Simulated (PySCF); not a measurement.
Isomers of C3H8O2 and their computed core-level spectra.

Method: delta-SCF UKS SCAN, pcX-2 on the ionised atom, pcseg-1 elsewhere, spin-free X2C in PySCF 2.14.0. Geometries: PBE0-D3(BJ)/def2-SVP; isolated species, one conformer each.

Line lists (1s up to Mg, 2p3/2 beyond; areas count atoms within a level, one atom standing for each set equivalent by bonding):
1. C 1s: 292.19 (area 2), 293.50 (area 1) eV; O 1s: 538.54 eV
2. C 1s: 290.84 (area 1), 292.06 (area 1), 292.28 (area 1) eV; O 1s: 538.49 (area 1), 538.95 (area 1) eV
3. C 1s: 290.79 (area 1), 291.91 (area 2) eV; O 1s: 537.97 eV

Structures:
A. `C[C@H](O)CO`
B. `COCOC`
C. `OCCCO`

Question: Which list belongs to which compound?

Answer: 
- 1 = B: another candidate has the same counts of sites, so positions decide. C 1s: 292.19 methoxy carbon (×2), 293.50 sp3 carbon bearing two oxygens; O 1s: 538.54 ether oxygen (×2).
- 2 = A: no other candidate has these counts of sites. C 1s: 290.84 methyl carbon, 292.06 carbinol carbon (C–OH), 292.28 carbinol carbon (C–OH); O 1s: 538.49 alcohol oxygen, 538.95 alcohol oxygen.
- 3 = C: another candidate has the same counts of sites, so positions decide. C 1s: 290.79 chain CH2 carbon, 291.91 carbinol carbon (C–OH) (×2); O 1s: 537.97 alcohol oxygen (×2).
